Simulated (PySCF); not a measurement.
**How the method moves the proton affinities of butyronitrile**

Structure: `CCCC#N` (C4H7N). Coordinates in Å; atoms count from 1 in this order:
```
C    -1.5717   -0.3527   -0.0049
C    -0.0825   -0.5722    0.1975
C     0.7282    0.6943   -0.0897
C     2.1622    0.5112    0.0959
N     3.2968    0.3425    0.2492
H    -2.1395   -1.2708    0.2045
H    -1.9558    0.4359    0.6616
H    -1.7964   -0.0508   -1.0402
H     0.2773   -1.3828   -0.4564
H     0.1194   -0.8995    1.2301
H     0.3999    1.5185    0.5657
H     0.5570    1.0343   -1.1250
```

All levels share the PBE0-D3(BJ)/def2-SVP structures and the PBE0-D3(BJ)/def2-SVP thermal terms; only the single-point energies (PySCF) change. Values are proton affinities (298 K, kJ/mol).

Measured (NIST Chemistry WebBook): proton affinity (−ΔH) 798 kJ/mol.

```jsonl
{"level": "LDA/ma-def2-SVP", "N5": "798"}
{"level": "ωB97X-D3(BJ)/def2-TZVP", "N5": "812"}
```

The spread: 14 kJ/mol, from 798 to 812.
